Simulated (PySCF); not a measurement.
Difluoromethylene, CF2 (singlet state).
Z-matrix (Å and degrees, PBE0-D3(BJ)/def2-TZVP geometry), rows numbered from 1:
```
F 
C   1  1.2957
F   2  1.2963  1  104.74
```

Level of theory: PBE0-D3(BJ)/def2-TZVP geometry optimisation, gas phase in PySCF.

Masses are those of the commonest isotopes; rigid-rotor values at the optimised geometry. 

**Question.** What are A, B and C (GHz)?

**Answer.** Ia = 5.71, Ib = 40.03, Ic = 45.74 u·Å²; 505379 MHz·u·Å²/I gives 88513, 12626 and 11050 MHz, that is A = 88.513, B = 12.626, C = 11.050 GHz.

**Question.** What kind of rotor is it?

**Answer.** A near-prolate asymmetric top. Ray's parameter κ = (2B − A − C)/(A − C) = -0.959; −1 is the prolate and +1 the oblate limit.

**Question.** Give the coordinates in the principal-axis frame, origin at the centre of mass.

**Answer.** The sense of each axis is arbitrary; atoms in the order of the calculation.
| atom | mass (u) | a (Å) | b (Å) | c (Å) |
| --- | --- | --- | --- | --- |
| F1 | 18.998 | -1.026 | -0.190 | 0.000 |
| C2 | 12.000 | 0.000 | 0.601 | 0.000 |
| F3 | 18.998 | 1.026 | -0.190 | 0.000 |

**Question.** List the rotational levels J(Ka,Kc) to J = 3 (cm⁻¹).

**Answer.** Above 0(0,0):
J = 1: 1(0,1) 0.7897, 1(1,1) 3.3210, 1(1,0) 3.3736
J = 2: 2(0,2) 2.3684, 2(1,2) 4.8479, 2(1,1) 5.0056, 2(2,1) 12.5996, 2(2,0) 12.6004
J = 3: 3(0,3) 4.7343, 3(1,3) 7.1377, 3(1,2) 7.4532, 3(2,2) 14.9688, 3(2,1) 14.9728, 3(3,1) 27.7573, 3(3,0) 27.7573
Those of J = 1 are B + C, A + C and A + B.

**Question.** Predict some low-J microwave lines.

**Answer.** The dipole components are |μa| = 0.00 D, |μb| = 0.69 D, |μc| = 0.00 D; the symmetry axis of this C2v structure is b, so μa and μc vanish by symmetry and there are no a-type or c-type lines. Some lines, for components of 0.1 D or more:

```tsv
type	branch	J(Ka,Kc)	MHz	lower level (cm⁻¹)
b	R	4(0,4) ← 3(1,3)	22405	7.138
b	R	4(1,4) ← 3(0,3)	163554	4.734
b	Q	4(2,2) ← 4(1,3)	222555	10.716
b	Q	3(2,1) ← 3(1,2)	225434	7.453
b	R	2(2,0) ← 1(1,1)	278188	3.321
b	R	5(2,3) ← 4(1,4)	357121	10.190
b	Q	5(3,2) ← 5(2,3)	382751	22.102
b	R	3(3,0) ← 2(2,1)	454417	12.600
b	R	4(3,2) ← 3(2,1)	478019	14.973
b	R	5(3,2) ← 4(2,3)	501922	18.127
b	Q	5(4,1) ← 5(3,2)	536649	34.869
b	R	4(4,1) ← 3(3,0)	631431	27.757
b	R	5(4,2) ← 4(3,1)	655111	30.918
b	R	5(4,1) ← 4(3,2)	655113	30.918
b	Q	5(5,1) ← 5(4,2)	690027	52.770
b	R	5(5,1) ← 4(4,0)	808457	48.820
```

Stationary, but not proved a minimum. Zero-point vibration and centrifugal distortion are left out.
